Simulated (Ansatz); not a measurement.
`[AlH2][SiH3]` and `[SiH3][AlH][PH2]` differ in one atom or group.

Ansatz, PBE0-D4/def2-TZVP geometries, multiplicity 1. Each molecule was computed in one conformer, which needn't be the lowest.

| property | `[AlH2][SiH3]` |
| --- | --- |
| HOMO–LUMO gap (B3LYP/def2-TZVPP) / eV | 5.12 |
| HOMO energy (PBE/def2-TZVPP) / eV | -6.55 |
| LUMO energy (PBE0/def2-TZVPP) / eV | -2.12 |
| LUMO energy (B3LYP/def2-TZVPP) / eV | -2.31 |
| size of the dipole moment (ωB97M-V/def2-TZVPP) / D | 0.29 |
| HOMO–LUMO gap (PBE0/def2-TZVPP) / eV | 5.50 |

Problem. Give the same properties after the change, and the shifts. (Best estimate.)

Solution. The calculation gave: 
| property | `[SiH3][AlH][PH2]` | shift |
| --- | --- | --- |
| HOMO–LUMO gap (B3LYP/def2-TZVPP) / eV | 4.74 | -0.38 |
| HOMO energy (PBE/def2-TZVPP) / eV | -6.13 | 0.42 |
| LUMO energy (PBE0/def2-TZVPP) / eV | -2.02 | 0.10 |
| LUMO energy (B3LYP/def2-TZVPP) / eV | -2.17 | 0.14 |
| size of the dipole moment (ωB97M-V/def2-TZVPP) / D | 0.58 | 0.29 |
| HOMO–LUMO gap (PBE0/def2-TZVPP) / eV | 5.12 | -0.38 |

With PBE0 the HOMO rises by 0.48 eV and the LUMO rises by 0.10 eV, so the gap narrows by about 0.38 eV. PBE moves the HOMO by 0.42 eV and ωB97M-V by 0.51 eV. Dipoles are sizes alone; their direction can turn.

B3LYP here is the variant with VWN-RPA as its local correlation; programs differ in this.
